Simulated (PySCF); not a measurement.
# BCCD(T)/6-31G run of AlH3 (SMILES [AlH3])

What is the energy change on altering one bond length of AlH3 at BCCD(T)/6-31G? The job is set up through a Python script.

The calculation is run with PySCF 2.14.0.

10 further runs of the same task are left out: 10 set aside as unsound or not needed.

### 1 The structure to begin with

AlH3 has 4 atoms, charge 0, and is taken as a singlet. SMILES: `[AlH3]`. The shape is that of a PBE0-D4/def2-TZVP optimisation.

Bond lengths: Al1–H2 1.586 Å, Al1–H3 1.586 Å, Al1–H4 1.586 Å. Angles: H2–Al1–H3 120.0°, H2–Al1–H4 120.0°, H3–Al1–H4 120.0°.

### 2 The energy at BCCD(T)/6-31G

Contents of input.py:

```python
from pyscf import gto, scf, cc
from pyscf.cc.bccd import bccd_kernel_

molecule = gto.Mole()
molecule.atom = '''
Al     0.025889    -0.027968    -0.009638
H      1.196575     1.267817     2.425652
H     -2.533745    -1.572252     0.198610
H      1.416161     0.218641    -2.652987
'''
molecule.spin = 0
molecule.unit = 'bohr'
molecule.basis = '6-31g'
molecule.verbose = 3
molecule.max_memory = 1860
molecule.build()

mf = scf.RHF(molecule)
mf.conv_tol = 1e-10
mf.kernel()
if not mf.converged:
    mf = mf.newton().run(mf.mo_coeff, mf.mo_occ)

mycc = cc.CCSD(mf, frozen=5).run()
mycc = bccd_kernel_(mycc, diis=True)
e_t = mycc.ccsd_t()
etot = mycc.e_tot + e_t
print('E(%s) = %.9f' % ('BCCD(T)', etot))
```

On the command line:

```sh
$ OMP_NUM_THREADS=1 python input.py
```

Output:

```text
converged SCF energy = -243.587911350731
E(CCSD) = -243.646977859233  E_corr = -0.05906650850176902
BCCD loop starts.

******** <class 'pyscf.cc.ccsd.CCSD'> ********
CC2 = 0
CCSD nocc = 3, nmo = 14
frozen orbitals 5
max_cycle = 50
direct = 0
conv_tol = 1e-07
conv_tol_normt = 1e-05
diis_space = 6
diis_start_cycle = 0
diis_start_energy_diff = 1e+09
Init E_corr(CCSD) = -0.0590428836914374
cycle = 1  E_corr(CCSD) = -0.0602563872491965  dE = -0.00121350356  norm(t1,t2) = 0.0190595
cycle = 2  E_corr(CCSD) = -0.0601087069522614  dE = 0.000147680297  norm(t1,t2) = 0.00452458
cycle = 3  E_corr(CCSD) = -0.0599420215766631  dE = 0.000166685376  norm(t1,t2) = 0.00173762
cycle = 4  E_corr(CCSD) = -0.0598873479647063  dE = 5.4673612e-05  norm(t1,t2) = 0.000343258
cycle = 5  E_corr(CCSD) = -0.0598847551134256  dE = 2.59285128e-06  norm(t1,t2) = 5.72893e-05
cycle = 6  E_corr(CCSD) = -0.0598856000516148  dE = -8.44938189e-07  norm(t1,t2) = 1.81448e-05
cycle = 7  E_corr(CCSD) = -0.0598858803912103  dE = -2.80339596e-07  norm(t1,t2) = 5.25189e-06
cycle = 8  E_corr(CCSD) = -0.0598859209345912  dE = -4.0543381e-08  norm(t1,t2) = 1.21836e-06
CCSD converged
E(CCSD) = -243.646962988894  E_corr = -0.05988592093459125
BCC iter:    0  E:    -243.646962988894  dE:    1.487e-05  |t1|:    1.298e-03

******** <class 'pyscf.cc.ccsd.CCSD'> ********
CC2 = 0
CCSD nocc = 3, nmo = 14
frozen orbitals 5
max_cycle = 50
direct = 0
conv_tol = 1e-07
conv_tol_normt = 1e-05
diis_space = 6
diis_start_cycle = 0
diis_start_energy_diff = 1e+09
Init E_corr(CCSD) = -0.0598756085259332
cycle = 1  E_corr(CCSD) = -0.0598665252603114  dE = 9.08326562e-06  norm(t1,t2) = 0.00109562
cycle = 2  E_corr(CCSD) = -0.0598647195358889  dE = 1.80572442e-06  norm(t1,t2) = 0.000240186
cycle = 3  E_corr(CCSD) = -0.0598656197011382  dE = -9.00165249e-07  norm(t1,t2) = 7.30921e-05
cycle = 4  E_corr(CCSD) = -0.0598670674375109  dE = -1.44773637e-06  norm(t1,t2) = 1.14725e-05
cycle = 5  E_corr(CCSD) = -0.0598674858126656  dE = -4.18375155e-07  norm(t1,t2) = 1.90936e-06
cycle = 6  E_corr(CCSD) = -0.0598675257531968  dE = -3.99405312e-08  norm(t1,t2) = 3.61787e-07
CCSD converged
E(CCSD) = -243.6469642430909  E_corr = -0.0598675257531968
BCC iter:    1  E:    -243.646964243091  dE:   -1.254e-06  |t1|:    1.205e-04

******** <class 'pyscf.cc.ccsd.CCSD'> ********
CC2 = 0
CCSD nocc = 3, nmo = 14
frozen orbitals 5
max_cycle = 50
direct = 0
conv_tol = 1e-07
conv_tol_normt = 1e-05
diis_space = 6
diis_start_cycle = 0
diis_start_energy_diff = 1e+09
Init E_corr(CCSD) = -0.0598682120051588
cycle = 1  E_corr(CCSD) = -0.059869113422232  dE = -9.01417073e-07  norm(t1,t2) = 9.34426e-05
cycle = 2  E_corr(CCSD) = -0.0598692169276215  dE = -1.0350539e-07  norm(t1,t2) = 2.03857e-05
cycle = 3  E_corr(CCSD) = -0.059869138384583  dE = 7.85430385e-08  norm(t1,t2) = 6.22132e-06
CCSD converged
E(CCSD) = -243.6469642848453  E_corr = -0.05986913838458303
BCC iter:    2  E:    -243.646964284845  dE:   -4.175e-08  |t1|:    1.065e-06
CCSD(T) correction = -0.000635797737526872
E(BCCD(T)) = -243.647600083
```

It took 0.87 s on 1 thread of Arm Neoverse V1, shared host; peak memory 0.1 GiB.

### 3 The distorted shape at the same level

Contents of run.py:

```python
from pyscf import gto, cc
from pyscf.cc.bccd import bccd_kernel_

mol = gto.Mole()
mol.atom = '''
Al    -0.559470    -0.675879    -1.227319
H      1.196575     1.267817     2.425652
H     -3.119104    -2.220164    -1.019071
H      0.830801    -0.429270    -3.870667
'''
mol.verbose = 3
mol.spin = 0
mol.max_memory = 1860
mol.unit = 'bohr'
mol.basis = '6-31g'
mol.charge = 0
mol.build()

mf = mol.RHF()
mf.conv_tol = 1e-10
mf.kernel()
if not mf.converged:
    mf = mf.newton().run(mf.mo_coeff, mf.mo_occ)

mycc = cc.CCSD(mf, frozen=5).run()
mycc = bccd_kernel_(mycc, diis=True)
e_t = mycc.ccsd_t()
e_tot = mycc.e_tot + e_t
print(f'total energy: {e_tot:.8f} hartree')
```

On the command line:

```sh
$ OMP_NUM_THREADS=1 python run.py
```

Output:

```text
converged SCF energy = -243.521286543352
E(CCSD) = -243.5951894005074  E_corr = -0.07390285715561708
BCCD loop starts.

******** <class 'pyscf.cc.ccsd.CCSD'> ********
CC2 = 0
CCSD nocc = 3, nmo = 14
frozen orbitals 5
max_cycle = 50
direct = 0
conv_tol = 1e-07
conv_tol_normt = 1e-05
diis_space = 6
diis_start_cycle = 0
diis_start_energy_diff = 1e+09
Init E_corr(CCSD) = -0.073581940586551
cycle = 1  E_corr(CCSD) = -0.0772402871843426  dE = -0.0036583466  norm(t1,t2) = 0.0416312
cycle = 2  E_corr(CCSD) = -0.0769443505155099  dE = 0.000295936669  norm(t1,t2) = 0.00871848
cycle = 3  E_corr(CCSD) = -0.0765501294793885  dE = 0.000394221036  norm(t1,t2) = 0.00396556
cycle = 4  E_corr(CCSD) = -0.0763696694224981  dE = 0.000180460057  norm(t1,t2) = 0.00123095
cycle = 5  E_corr(CCSD) = -0.0763423868869463  dE = 2.72825356e-05  norm(t1,t2) = 0.00030451
cycle = 6  E_corr(CCSD) = -0.0763459309101951  dE = -3.54402325e-06  norm(t1,t2) = 7.41072e-05
cycle = 7  E_corr(CCSD) = -0.0763475653477272  dE = -1.63443753e-06  norm(t1,t2) = 2.51209e-05
cycle = 8  E_corr(CCSD) = -0.0763478208380709  dE = -2.55490344e-07  norm(t1,t2) = 7.95197e-06
cycle = 9  E_corr(CCSD) = -0.0763478117722731  dE = 9.06579778e-09  norm(t1,t2) = 2.86241e-06
CCSD converged
E(CCSD) = -243.5951158602011  E_corr = -0.07634781177227314
BCC iter:    0  E:    -243.595115860201  dE:    7.354e-05  |t1|:    7.930e-03

******** <class 'pyscf.cc.ccsd.CCSD'> ********
CC2 = 0
CCSD nocc = 3, nmo = 14
frozen orbitals 5
max_cycle = 50
direct = 0
conv_tol = 1e-07
conv_tol_normt = 1e-05
diis_space = 6
diis_start_cycle = 0
diis_start_energy_diff = 1e+09
Init E_corr(CCSD) = -0.0761895734592995
cycle = 1  E_corr(CCSD) = -0.0760344816508877  dE = 0.000155091808  norm(t1,t2) = 0.0071093
cycle = 2  E_corr(CCSD) = -0.0760314282293323  dE = 3.05342156e-06  norm(t1,t2) = 0.00123789
cycle = 3  E_corr(CCSD) = -0.0760475122840954  dE = -1.60840548e-05  norm(t1,t2) = 0.00053094
cycle = 4  E_corr(CCSD) = -0.076059992275109  dE = -1.2479991e-05  norm(t1,t2) = 0.000134316
cycle = 5  E_corr(CCSD) = -0.07606742801137  dE = -7.43573626e-06  norm(t1,t2) = 5.3356e-05
cycle = 6  E_corr(CCSD) = -0.0760681843930243  dE = -7.56381654e-07  norm(t1,t2) = 9.73611e-06
cycle = 7  E_corr(CCSD) = -0.0760682001175667  dE = -1.57245424e-08  norm(t1,t2) = 2.84278e-06
CCSD converged
E(CCSD) = -243.5951293463616  E_corr = -0.07606820011756672
BCC iter:    1  E:    -243.595129346362  dE:   -1.349e-05  |t1|:    8.511e-04

******** <class 'pyscf.cc.ccsd.CCSD'> ********
CC2 = 0
CCSD nocc = 3, nmo = 14
frozen orbitals 5
max_cycle = 50
direct = 0
conv_tol = 1e-07
conv_tol_normt = 1e-05
diis_space = 6
diis_start_cycle = 0
diis_start_energy_diff = 1e+09
Init E_corr(CCSD) = -0.0760733295802473
cycle = 1  E_corr(CCSD) = -0.076083480535514  dE = -1.01509553e-05  norm(t1,t2) = 0.000698404
cycle = 2  E_corr(CCSD) = -0.0760844924335522  dE = -1.01189804e-06  norm(t1,t2) = 0.000118818
cycle = 3  E_corr(CCSD) = -0.0760839830905302  dE = 5.09343022e-07  norm(t1,t2) = 5.18371e-05
cycle = 4  E_corr(CCSD) = -0.0760830954469768  dE = 8.87643553e-07  norm(t1,t2) = 1.24172e-05
cycle = 5  E_corr(CCSD) = -0.0760823579650295  dE = 7.37481947e-07  norm(t1,t2) = 5.42632e-06
cycle = 6  E_corr(CCSD) = -0.0760822807685342  dE = 7.71964953e-08  norm(t1,t2) = 8.76984e-07
CCSD converged
E(CCSD) = -243.5951282572148  E_corr = -0.07608228076853422
BCC iter:    2  E:    -243.595128257215  dE:    1.089e-06  |t1|:    1.596e-05

******** <class 'pyscf.cc.ccsd.CCSD'> ********
CC2 = 0
CCSD nocc = 3, nmo = 14
frozen orbitals 5
max_cycle = 50
direct = 0
conv_tol = 1e-07
conv_tol_normt = 1e-05
diis_space = 6
diis_start_cycle = 0
diis_start_energy_diff = 1e+09
Init E_corr(CCSD) = -0.076082472999746
cycle = 1  E_corr(CCSD) = -0.0760827432635618  dE = -2.70263816e-07  norm(t1,t2) = 1.29263e-05
cycle = 2  E_corr(CCSD) = -0.0760826918353754  dE = 5.14281864e-08  norm(t1,t2) = 2.6954e-06
CCSD converged
E(CCSD) = -243.5951282728893  E_corr = -0.07608269183537542
BCC iter:    3  E:    -243.595128272889  dE:   -1.567e-08  |t1|:    9.842e-07
CCSD(T) correction = -0.00122248641497397
total energy: -243.59635076 hartree
```

It took 1.1 s on 1 thread of Arm Neoverse V1, shared host; peak memory 0.12 GiB.

### 4 Outcome

At BCCD(T)/6-31G, 5 core orbitals frozen:

| quantity | value |
| --- | --- |
| first shape: total energy | -243.64760 Eh |
| first shape: correlation energy (5 core orbitals frozen) | -59.7 mEh |
| first shape: (T) correction | -0.64 mEh |
| distorted shape: total energy | -243.59635 Eh |
| distorted shape: correlation energy (5 core orbitals frozen) | -75.1 mEh |
| distorted shape: (T) correction | -1.22 mEh |
| energy change with the Al1–H2 bond stretched from 1.586 to 2.379 Å | 1.395 eV |

**Reading.** With the Al1–H2 bond stretched from 1.586 to 2.379 Å the energy rises by 1.39 eV (32 kcal/mol). The first shape isn't relaxed at this level, so the change isn't measured from a minimum. A restricted reference can't describe the breaking bond well at this length. The triples (first shape) make up 1.1 % of the correlation energy. The triples (distorted shape) make up 1.6 % of the correlation energy.
